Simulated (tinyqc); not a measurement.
Worked calculation (part 2 of 2): CCD on RHF in the sto-6g basis, for H2O, spin multiplicity 1. Computed by tinyqc, a small Python program that keeps every step (integrals from PySCF). Command: `OMP_NUM_THREADS=1 python tinyqc.py 27819 27820 out.jsonl` (the two numbers bound the seeds that draw the settings). One thread of a shared host (Intel(R) Xeon(R) Processor @ 2.60GHz), about 0.2 s of CPU time with the checks.

Geometry (angstrom):
```
atom        x         y        z
O     0.00000   0.00000  0.00000
H     0.00000   0.84700  0.58500
H     0.00000  -0.84700  0.58500
```

## CCD: convergence

E_corr = 1/4 sum <ij||ab> t_ij^ab; stop when the norm of the change is below 1e-8.

Course of the amplitude iterations:
```
update  correlation energy (hartree)  norm of the change
0                         -0.0412777                   -
1                         -0.0526834            7.93e-02
2                         -0.0563068            2.97e-02
3                         -0.0584596            1.22e-02
4                         -0.0584503            1.19e-03
5                         -0.0584549            3.08e-04
6                         -0.0584542            2.77e-05
7                         -0.0584546            4.19e-06
8                         -0.0584546            7.86e-07
9                         -0.0584546            1.74e-07
10                        -0.0584546            4.83e-08
11                        -0.0584546            6.70e-09
```

Converged amplitudes (spin orbitals 1a, 1b, ...; amplitudes related by a flip of all spins are not repeated; the 24 largest):
```
from      to         t
3a 3b  7a 7b  -0.08594
4a 4b  6a 6b  -0.06024
3a 4b  6b 7a   0.05659
3a 3b  6a 6b  -0.05478
4a 4b  7a 7b  -0.04482
3a 4b  6a 7b  -0.04411
2a 4b  6a 6b  -0.03874
2a 3b  6a 7b  -0.03350
2a 2b  6a 6b  -0.03212
5a 5b  6a 6b  -0.02702
2a 3b  6b 7a   0.02188
2a 2b  7a 7b  -0.01852
3a 4a  6a 7a   0.01248
5a 5b  7a 7b  -0.01190
2a 3a  6a 7a  -0.01162
2a 4b  7a 7b   0.00401
1a 2b  7a 7b  -0.00077
1a 1b  6a 6b  -0.00062
1a 4b  7a 7b   0.00045
1a 3a  6a 7a   0.00042
1a 1b  7a 7b  -0.00042
1a 2b  6a 6b  -0.00024
1a 3b  6b 7a   0.00023
1a 3b  6a 7b   0.00019
```

CCD total energy = -75.7301652 hartree

Converged in 11 updates, with DIIS from the third.
